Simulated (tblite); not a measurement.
Compound: C4H2 (charge +1 and doublet state).
SMILES with atom numbers: `[CH:1]#[C:2][C:3]=[CH+:4]` (hydrogens: H5 on C1; H6 on C4)
Bond orders are those of one Lewis drawing.

Computed with GFN2-xTB (tblite), gas phase: L-BFGS steps from a force-field or distance-geometry start until the largest atomic force falls under 0.01 eV/Å.

Step 22: E = -241.6966 eV
```
atom  x, y, z in Å  |  force x, y, z in eV/Å
C1      1.8435   -0.0450    0.4540   -0.085  -0.032  -0.047
C2      0.6475   -0.0165    0.1611    0.007   0.010   0.004
C3     -0.6485    0.0169   -0.1574    0.061   0.040   0.051
C4     -1.8459    0.0642   -0.4388    0.109  -0.075  -0.031
H5      2.8791   -0.0856    0.6951    0.015   0.019   0.020
H6     -2.8725    0.0682   -0.7093   -0.107   0.039   0.003
```

Step 23: E = -241.6972 eV
```
atom  x, y, z in Å  |  force x, y, z in eV/Å
C1      1.8432   -0.0451    0.4539    0.008  -0.035  -0.026
C2      0.6492   -0.0202    0.1575   -0.070   0.023  -0.002
C3     -0.6466    0.0158   -0.1582   -0.078   0.030   0.004
C4     -1.8450    0.0618   -0.4407    0.136  -0.064  -0.014
H5      2.8776   -0.0824    0.6981    0.036   0.015   0.022
H6     -2.8752    0.0722   -0.7059   -0.032   0.031   0.016
```

Step 24: E = -241.6976 eV
```
atom  x, y, z in Å  |  force x, y, z in eV/Å
C1      1.8427   -0.0447    0.4546    0.043  -0.036  -0.020
C2      0.6492   -0.0214    0.1561   -0.037   0.022   0.006
C3     -0.6457    0.0145   -0.1596   -0.107   0.026  -0.007
C4     -1.8438    0.0588   -0.4430    0.067  -0.048  -0.017
H5      2.8778   -0.0810    0.6994    0.012   0.015   0.017
H6     -2.8770    0.0759   -0.7028    0.022   0.021   0.021
```

**Question.** Estimate the geometry and energy of step 25. (The exact step hangs on the optimiser's Hessian estimate; all steps are aligned on step 24, rigid shifts and turns removed.)

**Answer.** E = -241.6979 eV, largest force 0.090 eV/Å
```
atom  x, y, z in Å  |  force x, y, z in eV/Å
C1      1.8428   -0.0455    0.4541    0.011  -0.031  -0.025
C2      0.6495   -0.0242    0.1530    0.021   0.023   0.025
C3     -0.6453    0.0129   -0.1614   -0.088   0.014  -0.013
C4     -1.8429    0.0553   -0.4458    0.010  -0.026  -0.015
H5      2.8774   -0.0774    0.7029    0.004   0.011   0.011
H6     -2.8782    0.0810   -0.6981    0.043   0.009   0.016
```

The energy changes by -0.0003 eV. The first-order estimate −F·Δx gives -0.0004 eV and the mean of the old and new forces, exact on a quadratic surface, -0.0003 eV. The step makes an angle of 76° with the force vector and moves no atom by more than 0.007 Å.

The cost below is that of the whole relaxation. The run took under 0.1 s wall on one thread, Arm Neoverse V2 (aarch64) (shared host).
